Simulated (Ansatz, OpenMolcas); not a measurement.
# CH8BN (SMILES [BH3-][NH2+]C): the vertical ionisation energy, rung by rung

The species is CH8BN (11 atoms), meant as a singlet with charge 0. As SMILES, `[BH3-][NH2+]C`. Geometry: relaxed at PBE0-D4/def2-TZVP.

Each level gives the vertical ionisation energy (to the doublet cation) (eV). The values are calculated.

| level | kind | program | value (eV) | less CCSD(T)/cc-pVDZ | CPU time (all runs) |
| --- | --- | --- | --- | --- | --- |
| HF/cc-pVDZ | Hartree–Fock | OpenMolcas | 9.63 | -0.75 | 19 s |
| SVWN5/cc-pVDZ | LDA | OpenMolcas | 10.08 | -0.30 | 1.7 min |
| revPBE/cc-pVDZ | GGA | Ansatz | 9.99 | -0.39 | 33 s |
| M06-L/cc-pVDZ | meta-GGA | OpenMolcas | 10.17 | -0.21 | 4.3 min |
| PBE0/cc-pVDZ | global hybrid | Ansatz | 10.21 | -0.17 | 47 s |
| CAM-B3LYP/cc-pVDZ | range-separated hybrid | Ansatz | 10.33 | -0.05 | 51 s |
| RPA@PBE/cc-pVDZ | RPA | Ansatz | 10.11 | -0.27 | 58 s |
| MP2/cc-pVDZ | perturbation theory | Ansatz | 10.37 | -0.01 | 8.5 s |
| CCSD(T)/cc-pVDZ | coupled cluster or CI | Ansatz | 10.38 | 0.00 | 84 s |

CCSD(T)/cc-pVDZ is the highest level here, not the true value. The values span 9.63 to 10.38 eV. The second state's dipole differs much between rows, so they may not all be the same state. CPU times are rough (shared hosts, several kinds of processor and program).
